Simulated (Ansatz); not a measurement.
Born–Oppenheimer molecular dynamics of CHO₂ (4 atoms, charge 0, multiplicity 2). It starts from a relaxed structure.

All numbers below come from UKS PBE/def2-SVP in Ansatz 0.2.0.

- ensemble: NVE (velocity Verlet)
- time step: 0.5 fs
- steps asked: 250
- starting velocities drawn for: 700 K
- seed: 96312

Frames 5 fs apart, positions in Å, forces in eV/Å.

Velocities at 55 fs (Å/ps):

```
O 1.93 -3.15 -6.87
C -1.25 2.74 9.74
O -1.69 2.06 -0.73
H 11.01 -15.19 4.66
```

```xyz
4
Properties=species:S:1:pos:R:3:forces:R:3 time_fs=55 energy_less_start_eV=0.040 T=545
O 0.047 0.333 1.361 -0.35 0.43 0.43
C 0.487 -0.304 0.464 0.16 -0.61 -1.70
O 0.138 -0.359 -0.858 0.65 -0.18 1.42
H -0.606 0.266 -0.974 -0.45 0.36 -0.16
4
Properties=species:S:1:pos:R:3:forces:R:3 time_fs=60 energy_less_start_eV=0.110 T=276
O 0.048 0.329 1.342 -1.26 1.82 2.63
C 0.489 -0.307 0.480 0.85 -1.76 -3.90
O 0.137 -0.353 -0.850 -0.31 0.47 1.13
H -0.651 0.272 -0.974 0.71 -0.52 0.14
4
Properties=species:S:1:pos:R:3:forces:R:3 time_fs=65 energy_less_start_eV=0.074 T=418
O 0.036 0.344 1.352 1.11 -1.56 -1.73
C 0.503 -0.335 0.433 -1.17 1.82 2.22
O 0.138 -0.345 -0.826 0.73 -0.85 -0.45
H -0.628 0.237 -0.958 -0.67 0.60 -0.05
4
Properties=species:S:1:pos:R:3:forces:R:3 time_fs=70 energy_less_start_eV=0.100 T=315
O 0.037 0.341 1.342 0.99 -1.38 -1.37
C 0.497 -0.333 0.422 -0.69 1.67 3.18
O 0.144 -0.345 -0.810 -1.10 0.23 -1.92
H -0.664 0.267 -0.939 0.80 -0.53 0.11
4
Properties=species:S:1:pos:R:3:forces:R:3 time_fs=75 energy_less_start_eV=0.126 T=217
O 0.049 0.323 1.320 -1.74 2.55 3.77
C 0.482 -0.307 0.461 1.93 -2.49 -3.11
O 0.140 -0.346 -0.817 0.56 -0.66 -0.36
H -0.619 0.253 -0.916 -0.75 0.60 -0.30
4
Properties=species:S:1:pos:R:3:forces:R:3 time_fs=80 energy_less_start_eV=0.025 T=604
O 0.041 0.333 1.340 -0.16 0.32 0.70
C 0.496 -0.316 0.455 0.00 -0.23 -0.92
O 0.139 -0.352 -0.832 -0.66 0.60 0.18
H -0.642 0.298 -0.940 0.82 -0.69 0.04
4
Properties=species:S:1:pos:R:3:forces:R:3 time_fs=85 energy_less_start_eV=0.156 T=102
O 0.031 0.349 1.373 1.68 -2.28 -3.06
C 0.512 -0.331 0.430 -1.90 2.34 2.67
O 0.134 -0.355 -0.844 1.13 -0.83 0.51
H -0.587 0.274 -0.971 -0.90 0.76 -0.12
4
Properties=species:S:1:pos:R:3:forces:R:3 time_fs=90 energy_less_start_eV=0.037 T=559
O 0.042 0.336 1.366 0.40 -0.51 -0.84
C 0.494 -0.306 0.449 -0.67 0.43 -0.08
O 0.138 -0.363 -0.849 -0.57 0.88 0.68
H -0.613 0.316 -1.010 0.84 -0.81 0.24
4
Properties=species:S:1:pos:R:3:forces:R:3 time_fs=95 energy_less_start_eV=0.152 T=119
O 0.056 0.319 1.352 -1.94 2.70 3.46
C 0.467 -0.278 0.462 2.08 -3.03 -3.97
O 0.140 -0.364 -0.844 0.88 -0.50 0.82
H -0.561 0.274 -1.022 -1.02 0.83 -0.30
4
Properties=species:S:1:pos:R:3:forces:R:3 time_fs=100 energy_less_start_eV=0.072 T=424
O 0.050 0.331 1.374 0.40 -0.66 -1.43
C 0.470 -0.294 0.417 -0.03 0.53 2.40
O 0.147 -0.366 -0.830 -1.16 0.87 -1.30
H -0.606 0.300 -1.064 0.78 -0.75 0.33
4
Properties=species:S:1:pos:R:3:forces:R:3 time_fs=105 energy_less_start_eV=0.126 T=217
O 0.046 0.337 1.381 0.94 -1.51 -2.63
C 0.478 -0.307 0.411 -0.55 1.45 3.78
O 0.144 -0.360 -0.832 0.59 -0.78 -1.01
H -0.574 0.245 -1.062 -0.98 0.83 -0.15
4
Properties=species:S:1:pos:R:3:forces:R:3 time_fs=110 energy_less_start_eV=0.081 T=388
O 0.053 0.327 1.355 -1.02 1.43 1.93
C 0.476 -0.296 0.465 0.72 -1.45 -2.97
O 0.142 -0.359 -0.848 -0.63 0.71 0.63
H -0.641 0.273 -1.052 0.93 -0.69 0.42
```

Of the whole run (125 fs, mean temperature of the second half 349 K): The conserved energy stayed within 0.45 meV per atom of its start (net change 0.25 meV per atom), so the integration is sound. Over the second half the temperature averaged 0.50 of the 700 K drawn at the start: a run that starts near a minimum puts about half its kinetic energy into the potential. A run of 0.12 ps of so small a system gives no equilibrium averages.

Run time: 3.3 min on 1 thread of AMD EPYC 7B13 (Zen 3), on a shared host, peak memory 0.12 GiB.
